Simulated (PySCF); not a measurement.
# Identify the compound

An unknown has the formula C$_{5}$H$_{11}$Cl. Its calculated NMR data are:

¹H NMR (400 MHz, computed): δ 1.64 (q, 2H), 1.54 (s, 6H), 1.25 (t, 3H).

¹³C{¹H} NMR (computed): δ 73.3 (C), 42.1 (CH2), 34.7 (CH3), 11.4 (CH3).

[PySCF 2.14: NMR shieldings at PBE0/pcSseg-1/GIAO; geometry from GFN2-xTB; gas phase; non-relativistic Hamiltonian; equivalent nuclei averaged; single conformer]

δ = σ(ref) − σ, references computed at the same level: ¹H (σref 31.72), ¹³C (σref 186.93) vs TMS.

Propose a structure and justify it.

## Answers


- The formula gives 0 degrees of unsaturation.
- 4 carbon signals for 5 carbons: some carbons are equivalent by symmetry or fast rotation.
- Carbon types of the structure: 1 × C, 1 × CH2, 3 × CH3, which accounts for all hydrogens.
- δC 73.3: fully substituted sp3 carbon bonded to Cl; deshielded by the electronegative neighbour.
- δC 42.1: sp3 CH2; aliphatic region, no heteroatom directly attached.
- δC 34.7, 11.4: methyl carbon; saturated and bonded to C and H only.
- δH 1.64: hydrogen on an sp3 CH2.
- δH 1.54, 1.25: hydrogen on a methyl carbon.

These data were computed for 2-chloro-2-methylbutane (SMILES CCC(C)(C)Cl).

The data come from this structure; uniqueness wasn't tested.

Carbons that carry Cl, above all several Cl atoms, come out too deshielded, partly because spin–orbit coupling is missing. Shifts are as computed. Against solution values, carbons near 30 ppm lie about +3 ppm off and those near 130 ppm about +5 ppm; carbons on Cl a further +6 ppm. Of 1211 compounds with measured shifts, 218 miss one by over three times the rms of a fit or turn the order of signals round; such compounds aren't used in these exercises. Multiplicities follow the n + 1 count of equivalent neighbours, as no J values were calculated; m marks all less simple cases, F and P coupling included.
